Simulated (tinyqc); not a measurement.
Coupled-perturbed Hartree-Fock on RHF in the sto-6g basis, for BH3, spin multiplicity 1, step by step. One step of it, computed by the program tinyqc.

Problem. Iteration 7 (converged): orbitals. Diagonalise F' = X^T F X, C = X C', fill 4 alpha and 4 beta electrons from the bottom; D = 2 C_occ C_occ^T. Each column has its largest component positive (the first on a tie).

converged F (hartree), lower triangle:
```
,1B 1s,1B 2s,1B 2px,1B 2py,1B 2pz,2H 1s,3H 1s,4H 1s
1B 1s,-7.535409
1B 2s,-2.112657,-1.001149
1B 2px,-0.000003,-0.000132,-0.122942
1B 2py,0.000000,0.000000,0.000000,-0.122859
1B 2pz,-0.000240,0.002277,0.000003,0.000000,0.239117
2H 1s,-0.377529,-0.456501,-0.361073,0.000000,0.002619,-0.310549
3H 1s,-0.376984,-0.456152,0.180393,-0.312608,0.002616,-0.088649,-0.310250
4H 1s,-0.376984,-0.456152,0.180393,0.312608,0.002616,-0.088649,-0.088483,-0.310250
```

X:
```
,1,2,3,4,5,6,7,8
1B 1s,-0.383383,0.001003,0.000000,0.946678,0.068358,-0.000267,0.000000,0.210886
1B 2s,1.256208,-0.002499,0.000000,-0.021211,0.008209,-0.000475,0.000000,0.493350
1B 2px,0.002621,1.026088,0.000000,-0.000040,0.000001,0.597499,0.000000,0.000446
1B 2py,0.000000,0.000000,1.026035,0.000000,0.000000,0.000000,0.597447,0.000000
1B 2pz,-0.012291,0.000021,0.000000,-0.074651,0.997166,0.000003,0.000000,-0.004751
2H 1s,-0.609204,-0.891376,0.000000,-0.213298,-0.015450,0.457668,0.000000,0.296349
3H 1s,-0.605850,0.447466,-0.772822,-0.213523,-0.015466,-0.229217,0.396600,0.295801
4H 1s,-0.605850,0.447466,0.772822,-0.213523,-0.015466,-0.229217,-0.396600,0.295801
```

Give: F' = X^T F X; orbital energies; coefficients C; D after iteration 7.

Solution.

F' = X^T F X (hartree), lower triangle:
```
,1,2,3,4,5,6,7,8
1,0.3695
2,0.0010,0.5974
3,0.0000,0.0000,0.5973
4,0.9498,-0.0031,0.0000,-6.2890
5,0.0676,-0.0002,0.0000,-0.4904,0.2023
6,-0.0001,0.0949,0.0000,0.0026,0.0002,-0.4099
7,0.0000,0.0000,0.0949,0.0000,0.0000,0.0000,-0.4099
8,0.2656,-0.0009,0.0000,-2.4923,-0.1907,0.0012,0.0000,-1.6876
```

orbital energies (hartree): MO1 -7.5377, MO2 -0.6138, MO3 -0.4188, MO4 -0.4188, MO5 0.2391, MO6 0.5076, MO7 0.6061, MO8 0.6062

coefficients C:
```
,MO1,MO2,MO3,MO4,MO5,MO6,MO7,MO8
1B 1s,0.9946,-0.2147,0.0001,0.0000,-0.0050,-0.2386,0.0000,-0.0008
1B 2s,0.0216,0.6124,-0.0004,0.0000,0.0227,1.2025,0.0000,0.0042
1B 2px,0.0000,0.0003,0.4995,0.0000,0.0000,-0.0032,0.0000,1.0772
1B 2py,0.0000,0.0000,0.0000,0.4995,0.0000,0.0000,1.0771,0.0000
1B 2pz,0.0000,-0.0016,0.0000,0.0000,0.9997,-0.0247,0.0000,-0.0001
2H 1s,-0.0035,0.2795,0.5388,0.0000,-0.0091,-0.6485,0.0000,-0.8484
3H 1s,-0.0035,0.2791,-0.2696,0.4667,-0.0091,-0.6522,-0.7326,0.4208
4H 1s,-0.0035,0.2791,-0.2696,-0.4667,-0.0091,-0.6522,0.7326,0.4208
```

D after iteration 7, lower triangle:
```
,1B 1s,1B 2s,1B 2px,1B 2py,1B 2pz,2H 1s,3H 1s,4H 1s
1B 1s,2.0707
1B 2s,-0.2201,0.7511
1B 2px,0.0000,-0.0001,0.4990
1B 2py,0.0000,0.0000,0.0000,0.4989
1B 2pz,0.0007,-0.0020,0.0000,0.0000,0.0000
2H 1s,-0.1268,0.3417,0.5384,0.0000,-0.0009,0.7368
3H 1s,-0.1268,0.3419,-0.2692,0.4662,-0.0009,-0.1346,0.7369
4H 1s,-0.1268,0.3419,-0.2692,-0.4662,-0.0009,-0.1346,-0.1345,0.7369
```
